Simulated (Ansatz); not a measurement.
Species: F, SMILES `[F]` (charge 0, multiplicity 2), formula F.

Problem. How many basis functions does frozen-core CCSD(T)/cc-pVTZ (Ansatz, a quantum-chemistry and plane-wave program) use, how many core orbitals are frozen, and how many electrons are correlated?

Solution. 30 basis functions and 1 frozen orbitals, which leaves 7 correlated electrons. Core time is of the order of seconds.
